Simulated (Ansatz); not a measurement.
**C2HF2 radical: a ladder of functionals and wavefunction methods**

An exercise on one series of results from a longer session: the logs are not shown, and one member is left open.

Program: Ansatz 0.2.0, Gaussian basis. Level of theory: functionals in def2-TZVPP, the program's frozen cores in correlated methods. These are calculated values, not measurements.

Levels to be run: LDA (SPW92), PBE-D4, revPBE-D4, BLYP-D4, r2SCAN-D4, B97M-V, PBE0-D4, B3LYP-D4, r2SCANh-D4, r2SCAN0-D4, HSE06-D4, BHLYP-D4, CAM-B3LYP-D4, LC-ωPBE, ωB97X-V, ωB97M-V, B2PLYP, PBE-QIDH; CCSD(T)/def2-SVP; CCSD(T)/def2-TZVPP; MP2/def2-QZVPP; extrapolation to the limit; RPA on PBE.

### The geometry

All runs share one geometry, relaxed beforehand with PBE0-D4 in a triple-zeta def2 set.

SMILES `F/[C]=C\F`, 5 atoms, charge 0, spin multiplicity 2.

Atoms are counted from 1 here; the program's logs count them from 0.

Bond lengths: F1–C2 1.295 Å, C2–C3 1.313 Å, C3–F4 1.341 Å, C3–H5 1.080 Å. Angles: F1–C2–C3 131.7°, C2–C3–F4 122.5°, C2–C3–H5 122.5°, F4–C3–H5 115.0°.

Set-up of the first run:

File in.yaml:

```yaml
crystal:
  periodic: [false, false, false]
  atoms:
    - {symbol: F, position_ang: [-1.049364, 0.476010, -1.486236]}
    - {symbol: C, position_ang: [-0.103961, -0.180254, -0.893188]}
    - {symbol: C, position_ang: [0.314083, -0.175070, 0.351330]}
    - {symbol: F, position_ang: [-0.242046, 0.599582, 1.294681]}
    - {symbol: H, position_ang: [1.131087, -0.793869, 0.692013]}
basis:
  gaussian: {orbitals: def2-TZVPP}
magnetization: {spin_polarized: true, initial_magnetization: 1}
hamiltonian: {xc: lda}
output: {orbitals: {seedname: orbitals}}
```

Among the steps run: LDA; PBE-D4 (GGA); revPBE-D4 (GGA); BLYP-D4 (GGA); r2SCAN-D4 (meta-GGA); B97M-V (meta-GGA); PBE0-D4 (hybrid); B3LYP-D4 (hybrid); r2SCANh-D4 (hybrid); r2SCAN0-D4 (hybrid); HSE06-D4 (hybrid); BHLYP-D4 (hybrid); CAM-B3LYP-D4 (range-separated); LC-ωPBE-D4 (range-separated; the results give it without D4); ωB97X-V (range-separated); ωB97M-V (range-separated); B2PLYP (double hybrid); PBE-QIDH (double hybrid).

One of the session's tables, all rows but one given; the rest of the session is left out.

It belongs to the step «Frontier levels by functional». 

| functional | HOMO (eV) | LUMO (eV) | gap (eV) |
| --- | --- | --- | --- |
| LDA (SPW92) | -6.47 | -4.88 | 1.59 |
| PBE-D4 | -6.28 | -4.28 | 1.99 |
| revPBE-D4 | -6.20 | -4.11 | 2.08 |
| BLYP-D4 | -6.19 | -4.40 | 1.79 |
| r2SCAN-D4 | -6.52 | -3.58 | 2.94 |
| B97M-V | -6.56 | -4.06 | 2.50 |
| PBE0-D4 | ? | ? | ? |
| B3LYP-D4 | -7.44 | -3.58 | 3.87 |
| r2SCANh-D4 | -7.04 | -3.14 | 3.89 |
| r2SCAN0-D4 | -7.81 | -2.50 | 5.31 |
| HSE06-D4 | -7.24 | -3.39 | 3.85 |
| BHLYP-D4 | -8.92 | -1.96 | 6.96 |
| CAM-B3LYP-D4 | -9.09 | -2.07 | 7.03 |
| LC-ωPBE | -10.45 | -0.36 | 10.09 |
| ωB97X-V | -10.04 | -0.98 | 9.07 |
| ωB97M-V | -9.92 | -1.07 | 8.85 |

Estimate the missing values for PBE0-D4.

The run gave: HOMO (eV): -7.65; LUMO (eV): -3.00; gap (eV): 4.65. In the column «HOMO (eV)» it lies between r2SCAN0-D4 (-7.81) and B3LYP-D4 (-7.44).
